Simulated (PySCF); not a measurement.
**1,3,5-Triazine: full NMR table**

```
Formula                               : C3H3N3
SMILES                                : c1ncncn1
Point group of the computed structure : D3h
Degrees of unsaturation               : 4
Carbon signals                        : 1
Proton signals                        : 1
```

Mapped SMILES: `[cH:1]1[n:2][cH:3][n:4][cH:5][n:6]1`. Hydrogens are named by the atom that carries them.

Isolated molecule, non-relativistic Hamiltonian, averaged over atoms made equivalent by symmetry, fast rotation or ring inversion, one computed conformer. Shielding tensors at PBE0/pcSseg-1 (GIAO); spin–spin couplings from B3LYP/pcJ-1; geometry from PBE0-D3(BJ)/def2-SVP; PySCF 2.14.

Scale: TMS for ¹H and ¹³C; ¹⁵N vs NH3 (reference shieldings calculated alike).

```tsv
carbon	δC, type	δH (multiplicity, J in Hz)	HMBC from (abs. J ≥ 3 Hz)	span of the C tensor (ppm)
C1/C3/C5	173.0, CH	9.27 (s)	H(C1)/H(C3)/H(C5)	219
```

Other nuclei:
```csv
atoms,nucleus,environment,δ (ppm),σ (ppm)
N2/N4/N6,¹⁵N,pyridine-type ring nitrogen,322.9,-57.3
```

Selected couplings (Hz, signed; the shortest-range and largest first, 30 at most; isotopes ¹³C, ¹H, ¹⁵N): ¹J(C1,H(C1)) 215.8, ¹J(C1,N2) 4.8, ²J(N2,H(C1)) -16.0, ³J(C1,N4) -6.7.

1. Carbon types of the structure: 3 × CH, which accounts for all hydrogens.
2. δC 173.0: aromatic CH between two ring heteroatoms.
3. δH 9.27: hydrogen on an aromatic CH between two ring heteroatoms; aromatic region.

Shifts are as computed. Against solution values, carbons near 30 ppm lie about +2 ppm off and those near 130 ppm about +5 ppm. Of 1211 compounds with measured shifts, 218 miss one by over three times the rms of a fit or turn the order of signals round; such compounds aren't used in these exercises. Experimental scales use liquid or dissolved standards, which lie at an offset from isolated NH3 (liquid NH3: subtract about 20 ppm). Unscaled 15N shifts of sp2 nitrogen come out 20 to 40 ppm too high even then.
